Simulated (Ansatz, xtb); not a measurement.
**Two isomers of CH4ClSi−**

Structure I is `C[SiH-]Cl`, a singlet and structure II is `[CH2-][SiH2]Cl`, a singlet. Both are isolated ions in the gas phase, relaxed with r2SCAN-D4/def2-SVPD, each in the lowest conformer that the search found.

Energies in hartree; the thermal terms are from r2SCAN-D4/def2-SVPD harmonic frequencies (ideal gas, rigid rotor, one conformer each, 298.15 K, 1 atm) and include the zero-point energy:

|  | I | II |
| --- | --- | --- |
| E, CCSD(T)/def2-SVPD | −788.890707 | −788.871918 |
| E, MP2/def2-SVPD | −788.830058 | −788.815087 |
| E, MP2/def2-TZVPPD | −789.216085 | −789.204551 |
| zero-point energy | 0.043897 | 0.040679 |
| H(298 K) − E | 0.049838 | 0.046685 |
| G(298 K) − E | 0.015792 | 0.012823 |

Problem. Correct the CCSD(T) difference for the basis set by the MP2 change, then work out ΔE, ΔE₀, ΔH and ΔG for I → II in kcal/mol (1 Eh = 627.51 kcal/mol) and the equilibrium ratio [II]/[I].

Solution. 1. Differences II − I: CCSD(T) +0.018789, MP2 in the small set +0.014971, MP2 in the large set +0.011534 Eh.
2. ΔE = +0.018789 + (+0.011534 − (+0.014971)) = +0.015352 Eh = +9.63 kcal/mol.
3. ΔE₀ = ΔE + ΔZPE = +0.015352 + (−0.003218) Eh = +7.61 kcal/mol.
4. ΔH = ΔE + (−0.003153) Eh = +7.65 kcal/mol.
5. ΔG = ΔE + (−0.002969) Eh = +7.77 kcal/mol, so ΔS = (ΔH − ΔG)/T = −1.6 J/(mol K).
6. kT = 0.9442 mEh, so K = [II]/[I] = exp(−ΔG/kT) = exp(−13.12) ≈ 2.0 × 10^−6.

Structure I is favoured at this temperature. An error of 1 kcal/mol in ΔG would change K by a factor of 5.4. GFN2-xTB gave ΔE the other sign. Mirror images and further conformers aren't counted.

As drawn, II has 1 Si–H in place of 1 C–H.

Other levels gave ΔE = −2.2 (GFN2-xTB); +45.9 (HF/STO-3G, GFN2-xTB geometries); +9.2 (r2SCAN-D4/def2-SVPD//GFN2-xTB); +9.4 (r2SCAN-D4/def2-SVPD); +12.6 (HF/def2-SVPD); +9.4 (MP2/def2-SVPD); +11.8 (CCSD(T)/def2-SVPD) kcal/mol. The correlated steps freeze 11 core orbitals. Programs: Ansatz 0.2.0, xtb 6.7.1.
